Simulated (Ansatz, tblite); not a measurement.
# BMe3 (C3H9B): a ladder of methods and basis sets

The task here is to estimate one member of a computed series from the others.

Method: as each input shows; program: Ansatz 0.2.0, Gaussian basis.

Levels to be run: GFN1-xTB, GFN2-xTB, PBE-D4/def2-TZVP, r2SCAN-D4/def2-TZVP, revPBE-D4/def2-TZVP, B97M-V/def2-TZVP, ωB97M-V/def2-TZVP, PBE-D4/def2-SVP, PBE0-D4/def2-SVP, HF/STO-3G, CCSD(T)/def2-TZVP, RPA/def2-TZVP.

2 further runs of the same task are left out: 2 set aside as unsound or not needed.

**The structure**

The geometry is that of the singlet, from an earlier relaxation (PBE0-D4/def2-SVP).

13 atoms, charge 0, spin multiplicity 1.

Bond lengths: B1–C2 1.574 Å, B1–C3 1.574 Å, B1–C4 1.574 Å, C2–H5 1.106 Å, C2–H6 1.105 Å, C2–H7 1.100 Å, C3–H8 1.106 Å, C3–H9 1.105 Å, C3–H10 1.100 Å, C4–H11 1.100 Å, C4–H12 1.105 Å, C4–H13 1.105 Å. Angles: C2–B1–C3 120.0°, C2–B1–C4 120.0°, C3–B1–C4 120.0°, B1–C2–H5 108.9°, B1–C2–H6 109.9°, B1–C2–H7 115.8°, H5–C2–H6 104.6°, H5–C2–H7 108.3°, H6–C2–H7 108.7°, B1–C3–H8 109.0°, B1–C3–H9 109.9°, B1–C3–H10 115.8°, H8–C3–H9 104.6°, H8–C3–H10 108.3°, H9–C3–H10 108.7°, B1–C4–H11 115.8°, B1–C4–H12 109.2°, B1–C4–H13 109.7° and more.

PBE0-D4/def2-TZVP was run before; its log isn't repeated, and its numbers join the tables.

The first run:

Tight binding, by tblite at 300 K electronic temperature and without a spin-polarisation term:

```python
tblite.interface.Calculator('GFN1-xTB', numbers, positions, charge=0, uhf=0).singlepoint()
```

Tight binding, by tblite at 300 K electronic temperature and without a spin-polarisation term:

```python
tblite.interface.Calculator('GFN2-xTB', numbers, positions, charge=0, uhf=0).singlepoint()
```

start.molden holds the orbitals of an earlier run on this state, given as this run's starting guess.

in.yaml reads:

```yaml
crystal:
  periodic: [false, false, false]
  atoms:
    - {symbol: B, position_ang: [-0.000183, 0.000146, -0.012240]}
    - {symbol: C, position_ang: [1.573561, -0.039127, -0.021351]}
    - {symbol: C, position_ang: [-0.753118, 1.382537, -0.005116]}
    - {symbol: C, position_ang: [-0.820720, -1.343198, 0.011147]}
    - {symbol: H, position_ang: [1.950907, 0.485252, 0.875812]}
    - {symbol: H, position_ang: [1.960004, 0.550187, -0.872108]}
    - {symbol: H, position_ang: [2.026716, -1.041165, -0.052342]}
    - {symbol: H, position_ang: [-1.380292, 1.445802, 0.903077]}
    - {symbol: H, position_ang: [-1.471351, 1.423099, -0.843561]}
    - {symbol: H, position_ang: [-0.112768, 2.276151, -0.046736]}
    - {symbol: H, position_ang: [-1.915545, -1.235168, 0.004706]}
    - {symbol: H, position_ang: [-0.533015, -1.928677, 0.903549]}
    - {symbol: H, position_ang: [-0.524206, -1.975839, -0.844829]}
basis:
  gaussian: {orbitals: def2-TZVP, initial_orbitals: start.molden}
hamiltonian: {xc: pbe, dispersion: d4}
scf: {omitted_lower_state_checks: [starts]}
output: {forces: true, orbitals: {seedname: orbitals}}
```

The run is started by

```
$ ansatz run in.yaml --threads 2 --pin off --events-out ev --progress --plain --max-ram 4352MiB
```

Among the steps run: PBE-D4/def2-TZVP; r2SCAN-D4/def2-TZVP; revPBE-D4/def2-TZVP; B97M-V/def2-TZVP; ωB97M-V/def2-TZVP; PBE-D4/def2-SVP; PBE0-D4/def2-SVP; HF/STO-3G; CCSD(T)/def2-TZVP; RPA/def2-TZVP.

One of the session's tables, all rows but one given; the rest of the session is left out.

It belongs to the step «Binding energy». 

```
             method  binding an atom (eV)
          HF/STO-3G                 4.005
       HF/def2-TZVP                 3.114
    PBE-D4/def2-SVP                 4.089
   PBE-D4/def2-TZVP                 4.062
revPBE-D4/def2-TZVP                 3.986
r2SCAN-D4/def2-TZVP                     ?
   B97M-V/def2-TZVP                 4.023
   PBE0-D4/def2-SVP                 4.066
  PBE0-D4/def2-TZVP                 4.031
  ωB97M-V/def2-TZVP                 4.017
      MP2/def2-TZVP                 3.896
     CCSD/def2-TZVP                 3.841
  CCSD(T)/def2-TZVP                 3.876
```

Estimate the missing values for r2SCAN-D4/def2-TZVP.

As computed: binding an atom (eV): 4.024. In the column «binding an atom (eV)» it lies between B97M-V/def2-TZVP (4.023) and PBE0-D4/def2-TZVP (4.031).

Limits of these values: Free atoms were run apart at each level; binding is atoms less cluster, divided by the number of atoms, without zero-point or spin-orbit terms.
